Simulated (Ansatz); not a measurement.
# AlH3MgO: functionals against CCSD(T) at one geometry

A test off equilibrium: a frame of a short trajectory is computed at several levels, and each is set against CCSD(T).

Method: single points in def2-TZVPP; program: Ansatz 0.2.0, Gaussian basis.

Correlated methods freeze the cores. The outer core shell of Li, Na, Mg and K is correlated.

### 1 Where the work starts

6 atoms, charge 0, spin multiplicity 1.

Atoms are counted from 1 here; the program's logs count them from 0.

Bond lengths: Mg1–O2 1.865 Å, Mg1–H4 1.714 Å, O2–Al3 1.715 Å, Al3–H5 1.642 Å, Al3–H6 1.641 Å. Angles: O2–Mg1–H4 166.7°, Mg1–O2–Al3 174.0°, O2–Al3–H5 118.5°, O2–Al3–H6 120.9°, H5–Al3–H6 120.6°.

Coordinates:

```xyz
6
AlH3MgO
Mg   -1.87961   -0.28252   -0.92607
O    -0.27537    0.11520   -0.06290
Al    1.26872    0.33856    0.64839
H    -3.48027   -0.31734   -1.53898
H     2.52168    0.77628   -0.31923
H     1.49782    0.10602    2.25619
```

### 2 PBE-D4/def2-TZVPP

The input, run/in.yaml:

```yaml
crystal:
  periodic: [false, false, false]
  atoms:
    - {symbol: Mg, position_ang: [-1.879614, -0.282523, -0.926072]}
    - {symbol: O, position_ang: [-0.275365, 0.115203, -0.062899]}
    - {symbol: Al, position_ang: [1.268715, 0.338560, 0.648394]}
    - {symbol: H, position_ang: [-3.480275, -0.317344, -1.538979]}
    - {symbol: H, position_ang: [2.521679, 0.776278, -0.319227]}
    - {symbol: H, position_ang: [1.497819, 0.106024, 2.256187]}
basis:
  gaussian: {orbitals: def2-TZVPP}
hamiltonian: {xc: pbe, dispersion: d4}
output: {forces: true}
```

Run with:

```
$ ansatz run in.yaml --threads 2 --pin off --events-out ev --progress --plain --max-ram 3481MiB
```

### 3 r2SCAN-D4/def2-TZVPP

Edit run/in.yaml of step 2 so:

```diff
@@ -11,3 +11,3 @@
   gaussian: {orbitals: def2-TZVPP}
-hamiltonian: {xc: pbe, dispersion: d4}
+hamiltonian: {xc: r2scan, dispersion: d4}
 output: {forces: true}
```

### 4 PBE0-D4/def2-TZVPP

Edit run/in.yaml of step 3 so:

```diff
@@ -11,3 +11,3 @@
   gaussian: {orbitals: def2-TZVPP}
-hamiltonian: {xc: r2scan, dispersion: d4}
-output: {forces: true}
+hamiltonian: {xc: pbe0, dispersion: d4}
+output: {forces: true, orbitals: {seedname: orbitals}}
```

### 5 wB97M-V/def2-TZVPP

Edit run/in.yaml of step 4 so:

```diff
@@ -11,3 +11,3 @@
   gaussian: {orbitals: def2-TZVPP}
-hamiltonian: {xc: pbe0, dispersion: d4}
-output: {forces: true, orbitals: {seedname: orbitals}}
+hamiltonian: {xc: {name: wB97M-V}}
+output: {forces: true}
```

### 6 CCSD(T)/def2-TZVPP

Edit run/in.yaml of step 5 so:

```diff
@@ -11,3 +11,3 @@
   gaussian: {orbitals: def2-TZVPP}
-hamiltonian: {xc: {name: wB97M-V}}
+correlation: {method: ccsd_t}
 output: {forces: true}
```

(Steps that only read results are left out.)

What does the calculation give? Wanted: energy less free atoms, CCSD(T)/def2-TZVPP; RMS force component; RMS force error; HOMO and LUMO, PBE0-D4; T1 diagnostic.

**Answer**, as computed:

```
                                  quantity                                                             value
energy less free atoms, CCSD(T)/def2-TZVPP                                                    -1586.5 kJ/mol
                       RMS force component                              0.263 to 0.366 eV/Å over the methods
                           RMS force error  PBE-D4 0.094, r2SCAN-D4 0.044, PBE0-D4 0.065, wB97M-V 0.040 eV/Å
                    HOMO and LUMO, PBE0-D4                                                -7.43 and -1.13 eV
                             T1 diagnostic                                                             0.013
```

**Reading.** Against CCSD(T) the functionals' energies less atoms differ by -54.2 to +10.6 kJ/mol, PBE-D4 by -20.8 kJ/mol. The reference is not at the basis limit: in triple zeta CCSD(T) underbinds, which counts against methods that bind more; the gaps are no ranking. For forces wB97M-V does best and PBE-D4 worst. Frozen-core CCSD(T) forces in triple zeta carry basis errors of their own, and this is one geometry, so small gaps rank nothing.
